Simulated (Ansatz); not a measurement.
Results of LDA (Ansatz, an electronic-structure program, PAW) for naphthalene C10H8.

Estimate the lattice energy and volume per molecule that the calculation returns.


- lattice energy = 72 kJ/mol
- volume per molecule = 154.09 Å³

Note: the volume lies 10 % below that of the published cell.

Computed values are for the static lattice.
